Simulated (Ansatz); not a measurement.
# NH₃Cl (doublet): wave-function methods side by side at distance N1–H4 along a hydrogen transfer = 1.233 Å, cc-pVDZ

Aim: climb from Hartree-Fock through coupled cluster and multireference methods for NH₃Cl (doublet) at one geometry and basis, and see what each rung misses.

Program: Ansatz 0.2.0, Gaussian basis. Level of theory: cc-pVDZ, core rule «outside noble gas», up to 6 orbitals frozen. These are calculated values, not measurements.

Plan: UHF; CCSD(T) on ROHF; CCSD(T) on UHF; BCCD(T) on ROHF; CISD; CCSDT(Q) on ROHF; CCSDT(Q) on UHF; CASSCF and MRCISD+Q, 3 electrons in 3 orbitals; CASSCF and NEVPT2, 3 electrons in 3 orbitals; CASSCF and NEVPT2, 15 electrons in 11 orbitals.

5 further runs of the same task are left out: 5 that didn't finish.

### Step 1. What is computed

The geometry derives from fragments relaxed apart (PBE0/def2-TZVP) and kept rigid, so it is no stationary point. A hydrogen atom is moved between rigid fragments.

5 atoms, charge 0, spin multiplicity 2.

Atoms are counted from 1 here; the program's logs count them from 0.

Bond lengths: N1–H2 1.012 Å, N1–H3 1.012 Å, N1–H4 1.233 Å, H4–Cl5 1.438 Å. Angles: H2–N1–H3 107.1°, H2–N1–H4 107.1°, H3–N1–H4 107.1°, N1–H4–Cl5 180.0°.

Geometry (Å):

```
N    -1.81654   -0.01086   -0.01690
H    -2.11382    0.95697   -0.01690
H    -2.11382   -0.41316    0.86335
H    -0.58354   -0.01086   -0.01690
Cl    0.85446   -0.01086   -0.01690
```

### Step 2. UHF

File in.yaml:

```yaml
crystal:
  periodic: [false, false, false]
  atoms:
    - {symbol: N, position_ang: [-1.816541, -0.010862, -0.016905]}
    - {symbol: H, position_ang: [-2.113821, 0.956972, -0.016905]}
    - {symbol: H, position_ang: [-2.113820, -0.413161, 0.863355]}
    - {symbol: H, position_ang: [-0.583541, -0.010861, -0.016905]}
    - {symbol: Cl, position_ang: [0.854459, -0.010861, -0.016905]}
basis:
  gaussian: {orbitals: cc-pVDZ}
magnetization: {spin_polarized: true, initial_magnetization: 1}
hamiltonian: {xc: hf}
output: {orbitals: {seedname: orbitals}}
```

Run with:

```
ansatz run in.yaml --threads 1 --pin off --events-out ev --progress --plain --max-ram 2393MiB
```

The runs that follow: CCSD(T) on ROHF; CCSD(T) on UHF; BCCD(T) on ROHF; CISD; CCSDT(Q) on ROHF; CCSDT(Q) on UHF; CASSCF and MRCISD+Q, 3 electrons in 3 orbitals; CASSCF and NEVPT2, 3 electrons in 3 orbitals; CASSCF and NEVPT2, 15 electrons in 11 orbitals.

Q: Predict the results of all the runs planned. Wanted: UCCSDT(Q) below the RHF energy; RMP2 from UCCSDT(Q); UMP2 from UCCSDT(Q); RCCSD from UCCSDT(Q); RCCSD(T) from UCCSDT(Q); UCCSD(T) from UCCSDT(Q); RCCSDT(Q) from UCCSDT(Q); NEVPT2 pair from UCCSDT(Q); MRCISD+Q pair from UCCSDT(Q).

**Answer**, as computed:

| quantity | value |
| --- | --- |
| UCCSDT(Q) below the RHF energy | -9.6691 eV |
| RMP2 from UCCSDT(Q) | +1192.2 meV |
| UMP2 from UCCSDT(Q) | +1150.4 meV |
| RCCSD from UCCSDT(Q) | +252.0 meV |
| RCCSD(T) from UCCSDT(Q) | +44.8 meV |
| UCCSD(T) from UCCSDT(Q) | +41.1 meV |
| RCCSDT(Q) from UCCSDT(Q) | +1.1 meV |
| NEVPT2 pair from UCCSDT(Q) | +1054.6 meV |
| MRCISD+Q pair from UCCSDT(Q) | +135.9 meV |
| NEVPT2 valence from UCCSDT(Q) | +1527.3 meV |
| levels within 1 kcal/mol (43 meV) | UCCSD(T), BCCD(T), RCCSDT, UCCSDT, RCCSDT(Q) |
| T1 diagnostic | 0.049 |
| effectively unpaired electrons | 1.01 |

RCCSD(T) misses by +44.8 meV, 0.5 % of the correlation energy. The occupations are near whole numbers, but T1 = 0.049 shows that the orbitals relax strongly. Of the multireference levels listed MRCISD+Q pair comes nearest in total energy (+135.9 meV), which doesn't show that its space is the better one. These misses are within one basis, not against nature; the frozen cores of restricted and unrestricted runs differ, which can shift their rows.
